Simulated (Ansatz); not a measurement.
[Cl···H···CH₃], doublet in cc-pVDZ: errors against UCCSDT(Q)

Geometry: a point of a hydrogen-transfer path between rigid fragments, not a stationary point.

```csv
atom,x (Å),y (Å),z (Å)
Cl,-0.8164,0.0000,0.0000
H,0.6956,0.0000,0.0000
C,1.8786,0.0000,0.0000
H,1.8786,-1.0800,0.0000
H,1.8786,0.5400,0.9353
H,1.8786,0.5400,-0.9353
```

Basis cc-pVDZ; Ansatz 0.2.0. Correlated methods freeze the noble-gas cores, which leaves 15 electrons in 46 orbitals. Prefix R: restricted or restricted open-shell reference; prefix U: unrestricted. Active spaces: valence = (15e, 12o) chosen from the atoms' valence shells.

Full CI isn't at hand for all of this; UCCSDT(Q) serves as the reference, and is uncertain by about the last step of the cluster series. The frozen core follows each run's orbitals, which can shift R against U totals by a few meV.

The UHF ⟨S²⟩ is 0.785. The T1 diagnostic (RCCSD) is 0.0164 and the largest doubles amplitude (RCCSD) is 0.059. The T1 diagnostic (UCCSD) is 0.0116.

Q: From what is known of these methods and the diagnostics, rank them by the size of their error in total energy against UCCSDT(Q) in cc-pVDZ, smallest first (an estimate: the text doesn't fix the numbers).
A. RCCSD
B. NEVPT2 (valence space)
C. UMP2
D. UCCSD(T)
E. RHF

A: D (0.80 kcal/mol), A (5.52 kcal/mol), C (28.35 kcal/mol), B (35.36 kcal/mol), E (217.78 kcal/mol).

All errors are against UCCSDT(Q) in cc-pVDZ. Within each family the higher level lies nearer, as is usual though not guaranteed.

Natural occupations of CASSCF (valence space) about the gap: 1.984 1.978 1.978 1.970 1.001 0.032 0.020 0.019 0.019; effectively unpaired electrons, Σ n²(2−n)², 1.02.
